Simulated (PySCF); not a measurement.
What does the GFN2-xTB structure of cyclopropyl isocyanate (`O=C=NC1CC1`) look like in three dimensions?

```xyz
11
C4H5NO angstrom
O      3.1567   -0.8189   -0.6422
C      2.1761   -0.5145   -0.1025
N      1.2916   -0.2066    0.6292
C     -0.0611    0.1218    0.7273
C     -0.7491    0.8972   -0.3606
C     -1.0835   -0.5489   -0.1463
H     -0.3202    0.3345    1.7566
H     -1.4691    1.6467   -0.0709
H     -0.1707    1.1572   -1.2339
H     -0.7299   -1.2619   -0.8753
H     -2.0353   -0.8039    0.2927
```

Orientation and origin are arbitrary. Atoms count from 1 in this order. The 3-membered ring C4–C5–C6 has internal angles of 59.9° to 60.1°. The 2 C–N bonds span 1.188 Å (C2=N3, drawn double) to 1.396 Å (N3–C4, drawn single), a spread of 0.208 Å. All 3 C–C bonds measure 1.500 to 1.503 Å.

Bonds between heavy atoms (Å): O1=C2 1.160, C2=N3 1.188, N3–C4 1.396, C4–C5 1.503, C5–C6 1.500, C4–C6 1.503.

Structure optimised with GFN2-xTB, isolated species.

Point group: Cs (tolerance 0.08 Å). Not checked by GFN2-xTB frequencies. One conformer, not necessarily the lowest (C2–N3–C4–C5 -35°).

The numbers are calculated, not measured.
